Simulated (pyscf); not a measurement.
F–SiH₂–F + H₂ -> F–SiH₂–F + H₂ (four-centre exchange; singlet surface; H–Si, H–H broken, H–Si, H–H formed). Optimised with ωB97X-D3(BJ)/def2-SVP in PySCF. Energies in kcal/mol from the separated reactants.

```json
[
 {"level": "ωB97X-D3(BJ)/def2-TZVP", "barrier": "___", "reaction energy": "0.0"},
 {"level": "PBE/def2-TZVP", "barrier": "52.6", "reaction energy": "0.0"},
 {"level": "PBE0-D3(BJ)/def2-TZVP", "barrier": "55.2", "reaction energy": "0.0"},
 {"level": "M06-2X/def2-TZVP", "barrier": "___", "reaction energy": "0.0"},
 {"level": "ωB97M-D3(BJ)/def2-TZVP", "barrier": "60.0", "reaction energy": "0.0"},
 {"level": "HF/def2-TZVP", "barrier": "77.0", "reaction energy": "0.0"}
]
```

Problem. Complete the blanks.

Solution. 
- ωB97X-D3(BJ)/def2-TZVP, barrier: 60.5
- M06-2X/def2-TZVP, barrier: 63.2

The functionals in the table span 10.6 kcal/mol in this barrier, from PBE to M06-2X. At the saddle there is also a short H–Si contact that neither side keeps. One saddle was located; it need not be the lowest between these sides.
